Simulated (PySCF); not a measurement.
# PO: one state, many levels of theory

State: ²Π (doublet), unpaired electrons π ↑. Set-up: P aug-pcseg-1, O aug-pcseg-1; no relativity (PySCF 2.14). De refers to P + O in their high-spin ground configurations, without counterpoise correction. The functionals are run spin-unrestricted. A positive dipole means P(−)O(+). Levels whose curve was spin-contaminated or gave no clean fit are not listed.

| Level | Re (Å) | ωe (cm⁻¹) | De (eV) | μ (D) | CPU s a point (SCF and correlation, without the integrals) |
| --- | --- | --- | --- | --- | --- |
| UHF-CCSD | 1.506 | 1215 | 4.93 | n/a | n/a |
| PBE | 1.520 | 1156 | 6.32 | -1.87 | 1.1 |
| r²SCAN | 1.504 | 1207 | 5.83 | -1.91 | 0.91 |
| TPSSh | 1.507 | 1202 | 5.68 | -1.95 | 3.3 |
| B3LYP | 1.503 | 1213 | 5.86 | -2.09 | 0.8 |
| PBE0 | 1.496 | 1242 | 5.65 | -2.04 | 1.1 |
| MN15 | 1.487 | 1280 | 5.78 | -2.06 | 1 |

The bond length runs from 1.487 Å (MN15) to 1.520 Å (PBE). De spans 4.93 eV (UHF-CCSD, coupled cluster) to 6.32 eV (PBE, GGA).

Correlated steps freeze 6 core orbitals. Correlated levels converge slowly with the basis: in double zeta they bind strong bonds too weakly, by up to about 1 eV, and carry superposition errors of some tenths. The state is the lowest determinant that a PBE0 search found; another state may lie lower at other levels.

The whole job (state search and all levels along the bond) took about 2.8 min on 1 thread of AMD EPYC 7R43 64-Core (shared host), peak memory 0.58 GiB.
